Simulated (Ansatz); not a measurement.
# COS: vertical ionisation energy

The task here is to estimate one member of a computed series from the others.

The runs use Ansatz 0.2.0, Gaussian basis; unrestricted cation, the program's frozen cores in correlated methods.

Levels to be run: UKS PBE-D4/def2-TZVPP; UKS r2SCAN-D4/def2-TZVPP; UKS PBE0-D4/def2-TZVPP; UKS B3LYP-D4/def2-TZVPP; UKS wB97X-V/def2-TZVPP; UKS wB97M-V/def2-TZVPP; UKS B2PLYP/def2-TZVPP; UHF-CCSD(T)/def2-TZVPP; UHF-CCSD(T)/def2-QZVPP; extrapolation to the limit; then −ε(HOMO) from the neutral's earlier runs with LDA (SPW92), PBE-D4, revPBE-D4, BLYP-D4, r2SCAN-D4, B97M-V, PBE0-D4, B3LYP-D4, r2SCANh-D4, r2SCAN0-D4, HSE06-D4, BHLYP-D4, CAM-B3LYP-D4, LC-ωPBE, ωB97X-V, ωB97M-V.

**The relaxed structure**

The geometry comes from an earlier relaxation with PBE0-D4 in a triple-zeta def2 set; it is a stationary point.

SMILES `O=C=S`, 3 atoms, charge 0, spin multiplicity 1.

Atoms are counted from 1 here; the program's logs count them from 0.

Bond lengths: O1–C2 1.152 Å, C2–S3 1.558 Å. Angles: O1–C2–S3 180.0°.

Set-up of the first run:

Input file in.yaml:

```yaml
crystal:
  periodic: [false, false, false]
  atoms:
    - {symbol: O, position_ang: [0.921987, 0.684409, 0.582154]}
    - {symbol: C, position_ang: [0.096737, 0.071805, 0.061080]}
    - {symbol: S, position_ang: [-1.018724, -0.756213, -0.643234]}
basis:
  gaussian: {orbitals: def2-TZVPP}
total_charge: 1
magnetization: {spin_polarized: true, initial_magnetization: 1}
hamiltonian: {xc: pbe, dispersion: d4}
```

Launch:

```
> ansatz run in.yaml --threads 2 --pin off --events-out ev --progress --plain --max-ram 32768MiB --backend cpu
```

Among the steps run: Cation, UKS PBE-D4/def2-TZVPP; Cation, UKS r2SCAN-D4/def2-TZVPP; Cation, UKS PBE0-D4/def2-TZVPP; Cation, UKS B3LYP-D4/def2-TZVPP; Cation, UKS wB97X-V/def2-TZVPP; Cation, UKS wB97M-V/def2-TZVPP; Cation, UKS B2PLYP (frozen core)/def2-TZVPP; Cation, UHF-CCSD(T)/def2-TZVPP; Cation, UHF-CCSD(T)/def2-QZVPP.

One table of the session follows, with a row left open; its other results are not shown here.

It belongs to the step «Ionisation energies side by side». For comparison, −ε(HOMO) of the neutral from earlier runs:

| functional | −ε(HOMO) (eV) |
| --- | --- |
| LDA (SPW92) | 7.61 |
| PBE-D4 | 7.44 |
| revPBE-D4 | 7.38 |
| BLYP-D4 | 7.26 |
| r2SCAN-D4 | 7.74 |
| B97M-V | ? |
| PBE0-D4 | 8.67 |
| B3LYP-D4 | 8.41 |
| r2SCANh-D4 | 8.19 |
| r2SCAN0-D4 | 8.87 |
| HSE06-D4 | 8.27 |
| BHLYP-D4 | 9.74 |
| CAM-B3LYP-D4 | 9.94 |
| LC-ωPBE | 11.29 |
| ωB97X-V | 10.93 |
| ωB97M-V | 10.75 |

**Question.** Estimate the row for B97M-V.

**Answer.** −ε(HOMO) (eV): 7.75. In the column «−ε(HOMO) (eV)» it lies between r2SCAN-D4 (7.74) and r2SCANh-D4 (8.19).
